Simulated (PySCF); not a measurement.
Gas-phase reaction: SiH4 + 4 OH → H2SiO + 3 H2O

Computed with PySCF (xtb for GFN2) and rigid-rotor harmonic-oscillator thermochemistry at 1 bar. † marks an energy on the PBE0/def2-TZVP geometry and frequencies; other levels use their own. MP2 freezes the core. 6-31G* has spherical d functions here. Open shells (unrestricted): OH (multiplicity 2, electronic degeneracy 4); the rest are closed-shell singlets. GFN2 has no spin-polarisation term. Spin-orbit splitting is ignored; it lowers the true energy and changes the entropy of OH. B3LYP is the form with VWN-RPA correlation. H2SiO: computed as isolated molecules; such fragments, hydroxides, amides, oligomers or adducts are transient or little studied in the gas. MP2 isn't extrapolated to the basis-set limit; its ΔH°(298 K) is -972.4 kJ in def2-SVP and -1075.2 kJ in def2-TZVPP. The harmonic model lacks anharmonicity and excited electronic states, which grow with temperature; levels with a mode under 35 cm⁻¹ are left out.

```csv
level,"ΔE electronic, kJ","ΔH°(298 K), kJ","ΔS°(298 K), J/K","ΔG°(1400 K), kJ"
B3LYP/6-31G*,-911,-870,-139,-657
GFN2-xTB,-1586,-1547,-140,-1333
MP2/def2-TZVPP†,-1117,-1075,-140,-863
PBE0/def2-SVP†,-939,-897,-140,-685
r2SCAN/def2-TZVP†,-973,-932,-140,-719
ωB97M-V/def2-TZVP†,-1007,-966,-140,-753
ωB97X-V/def2-TZVP†,-983,-941,-140,-729
```
ΔH° is lowest at GFN2-xTB and highest at B3LYP/6-31G*. No reference value is set beside these.
